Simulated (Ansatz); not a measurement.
**CH₅BO: a reaction path by the nudged elastic band**

Computed with Ansatz 0.2.0, Gaussian basis. Level: PBE0-D4/def2-SVP.

## 1. The starting structure

The first end: 8 atoms, charge 0, spin multiplicity 1.

Atoms are counted from 1 here; the program's logs count them from 0.

Bond lengths: B1–H2 1.204 Å, B1–O3 1.339 Å, B1–H6 1.197 Å, O3–C4 1.414 Å, C4–H5 1.092 Å, C4–H7 1.092 Å, C4–H8 1.094 Å. Angles: H2–B1–O3 120.2°, H2–B1–H6 122.9°, O3–B1–H6 116.9°, B1–O3–C4 122.3°, O3–C4–H5 108.9°, O3–C4–H7 108.8°, O3–C4–H8 111.3°, H5–C4–H7 108.7°, H5–C4–H8 109.6°, H7–C4–H8 109.6°.

Geometry (Å):

```mol
CH5BO
  3D, bonds by distance, orders not assigned

  8  7  0  0  0  0  0  0  0  0999 V2000
   -0.2560   -1.1136    0.7177 B   0  0
    0.0320   -0.5014    1.7134 H   0  0
   -0.2040   -0.5159   -0.4791 O   0  0
    0.1821    0.8352   -0.6322 C   0  0
   -0.6355    1.3847   -1.1029 H   0  0
   -0.5964   -2.2605    0.7357 H   0  0
    1.0559    0.8804   -1.2851 H   0  0
    0.4219    1.2910    0.3327 H   0  0
  1  2  8  0
  1  3  8  0
  1  6  8  0
  3  4  8  0
  4  5  8  0
  4  7  8  0
  4  8  8  0
M  END
```

The second end:

```xyz
8

B     0.1434   -1.1534   -0.8332
H    -0.7991    0.6901    2.0696
O     0.6071   -0.6467    0.3033
C     0.4484    0.3252   -0.8289
H    -1.2835    1.1980    2.3259
H    -0.2022   -2.2115   -1.2346
H     1.3986    0.7240   -1.1718
H    -0.3127    1.0743   -0.6301
```

## 2. The band at PBE0-D4/def2-SVP

neb/in.yaml

```yaml
crystal:
  periodic: [false, false, false]
  atoms:
    - {symbol: B, position_ang: [-0.255993, -1.113564, 0.717726]}
    - {symbol: H, position_ang: [0.031956, -0.501352, 1.713428]}
    - {symbol: O, position_ang: [-0.204034, -0.515882, -0.479105]}
    - {symbol: C, position_ang: [0.182145, 0.835244, -0.632161]}
    - {symbol: H, position_ang: [-0.635462, 1.384661, -1.102912]}
    - {symbol: H, position_ang: [-0.596439, -2.260503, 0.735651]}
    - {symbol: H, position_ang: [1.055947, 0.880423, -1.285108]}
    - {symbol: H, position_ang: [0.421881, 1.290974, 0.332681]}
basis:
  gaussian: {orbitals: def2-SVP}
hamiltonian: {xc: pbe0, dispersion: d4}
neb:
  images: 5
  climbing: true
  max_iterations: 40
  initial_path: idpp
  final_atoms:
    - {symbol: B, position_ang: [0.143351, -1.153433, -0.833173]}
    - {symbol: H, position_ang: [-0.799093, 0.690088, 2.069563]}
    - {symbol: O, position_ang: [0.607079, -0.646676, 0.303267]}
    - {symbol: C, position_ang: [0.448437, 0.325154, -0.828933]}
    - {symbol: H, position_ang: [-1.283532, 1.198040, 2.325917]}
    - {symbol: H, position_ang: [-0.202191, -2.211476, -1.234560]}
    - {symbol: H, position_ang: [1.398616, 0.724020, -1.171803]}
    - {symbol: H, position_ang: [-0.312669, 1.074282, -0.630077]}
```

Started as:

```sh
$ ansatz run in.yaml --threads 2 --pin off --events-out ev --progress --plain --max-ram 4352MiB
```

**Question.** How long does this run take on 2 threads of Arm Neoverse V1, shared host?

About 2.5 min.
